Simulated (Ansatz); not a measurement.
Geometry optimisation, Ansatz, RKS r2SCANh/6-31G*.

Input:

```yaml
crystal:
  periodic: [false, false, false]
  atoms:
    - { symbol: B, position_ang: [0.146098, 0.494904, -0.358735] }
    - { symbol: "N", position_ang: [-0.268284, -0.067768, 2.276329] }
    - { symbol: H, position_ang: [-1.025056, -0.675631, 2.56834] }
    - { symbol: H, position_ang: [0.590485, -0.377796, 2.719204] }
    - { symbol: H, position_ang: [1.256449, 0.048136, -0.419803] }
    - { symbol: H, position_ang: [-0.741025, -0.148248, -0.842386] }
    - { symbol: Si, position_ang: [-0.170275, 2.298858, 0.360676] }
    - { symbol: H, position_ang: [-1.527211, 2.471322, 0.978936] }
    - { symbol: H, position_ang: [0.806383, 2.663706, 1.434367] }
    - { symbol: H, position_ang: [-0.060159, 3.375014, -0.679299] }
    - { symbol: H, position_ang: [-0.466305, 0.890504, 2.609272] }
basis:
  gaussian: { orbitals: "6-31G*" }
hamiltonian:
  xc: r2scanh
relax:
  f_tol: 0.03
  max_steps: 50
output:
  orbitals: {}
```

Run as:

```bash
$ ansatz run input.yaml --threads 1 --pin off --max-ram 2048MiB --backend cpu --events-out ev --progress --plain --runs-dir out
```

**Question.** Where does it end, and by what steps?

**Answer.** The run converged. The force dipped under the threshold on the way, but the program's further checks kept it going. After 16 steps the energy has fallen by 1.275 eV; H3 moved furthest, 1.16 Å. Joined: B1–N2 (2.73 → 1.65 Å).

| step | energy less start (eV) | largest force component (eV/Å) | accepted |
| --- | --- | --- | --- |
| 0 | 0.0000 | 0.896 | yes |
| 1 | -0.2269 | 0.751 | yes |
| 2 | -0.5825 | 0.963 | yes |
| 3 | -0.9960 | 0.958 | yes |
| 4 | -0.9439 | 2.852 | no |
| 5 | -1.1079 | 0.291 | yes |
| 6 | -1.1449 | 0.201 | yes |
| 7 | -1.1746 | 0.110 | yes |
| 8 | -1.1892 | 0.705 | yes |
| 9 | -1.2481 | 0.182 | yes |
| 10 | -1.2287 | 0.504 | no |
| 11 | -1.2630 | 0.092 | yes |
| 12 | -1.2712 | 0.080 | yes |
| 13 | -1.2749 | 0.007 | yes |
| 14 | -1.2752 | 0.032 | yes |
| 15 | -1.2643 | 0.234 | no |
| 16 | -1.2753 | 0.002 | yes |

```xyz
11
Properties=species:S:1:pos:R:3
B -0.072 0.425 0.372
N -0.217 -0.153 1.907
H -0.212 -1.172 1.913
H 0.549 0.162 2.500
H 0.980 -0.016 -0.033
H -1.024 -0.025 -0.226
Si -0.089 2.448 0.443
H -1.333 3.025 1.061
H 1.020 3.040 1.269
H 0.026 3.085 -0.902
H -1.086 0.153 2.342
```

Whether the end is a true minimum wasn't checked by a vibrational analysis.

Run time: 59 s on 1 thread of Arm Neoverse V2, with other jobs on the host, peak memory 0.15 GiB.
